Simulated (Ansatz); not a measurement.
## How far each method lies from UCCSDT(Q) for GeH2Br (H-bridged), doublet

Geometry: that of the GeH2Br (H-bridged), quartet, kept fixed.

```xyz
4

Ge    0.0000    0.4611    0.6275
Br    0.0000    0.4176   -2.1626
H     0.0000   -0.1726    2.0682
H     0.0000   -0.7061   -0.5332
```

Basis cc-pVDZ; Ansatz 0.2.0. Only valence electrons are correlated (noble-gas cores and the filled d shells of p-block atoms frozen), which leaves 13 electrons in 36 orbitals. R marks a restricted (for open shells ROHF) determinant, U an unrestricted one. Active spaces: valence = (13e, 10o) chosen from the atoms' valence shells. No spin–orbit coupling is included, and no scalar relativity.

Full CI isn't at hand for all of this; UCCSDT(Q) serves as the reference, and is uncertain by about the last step of the cluster series. The frozen core follows each run's orbitals, which can shift R against U totals by a few meV for light atoms and by up to 0.1 eV past Ca.

Unrestricted rows (U) aren't spin-pure: their determinants' ⟨S²⟩ exceeds S(S+1) by up to 0.54, so they mix in states of higher spin.

- UHF ⟨S²⟩: 1.294
- T1 diagnostic (RCCSD): 0.0236
- largest doubles amplitude (RCCSD): 0.103
- T1 diagnostic (UCCSD): 0.0786

| level | E − E(UCCSDT(Q)) (kJ/mol) | share of correlation (%) | wall time |
| --- | --- | --- | --- |
| UHF | 609.4 | 4.60 | – |
| UMP2 | 126.3 | 80.24 | – |
| UCCSD | 19.2 | 97.00 | – |
| UCCSD(T) | 5.4 | 99.15 | 58 s |
| UCCSDT | 1.3 | 99.79 | – |

The correlation energy at UCCSDT(Q), counted from RHF, is -6.621 eV. That run took 2.7 min on 1 thread of Arm Neoverse V2, shared host.

Run but not shown, since their state or frozen core can't be matched to the reference's or they repeat it: RHF, RMP2, CISD, RCCSD, RCCSD(T), BCCD(T), RCCSDT, RCCSDT(Q), CASSCF (valence space), NEVPT2 (valence space), MRCISD (valence space), MRCISD+Q (valence space).

Times hold each run's SCF and search for its determinant on a shared host, so for small cases they say little of a method's own cost; they ran on 1 thread of Arm Neoverse V2.

Natural occupations of CASSCF (valence space) about the gap: 1.998 1.979 1.969 1.906 1.005 0.085 0.034 0.027; effectively unpaired electrons, Σ n²(2−n)², 1.07.
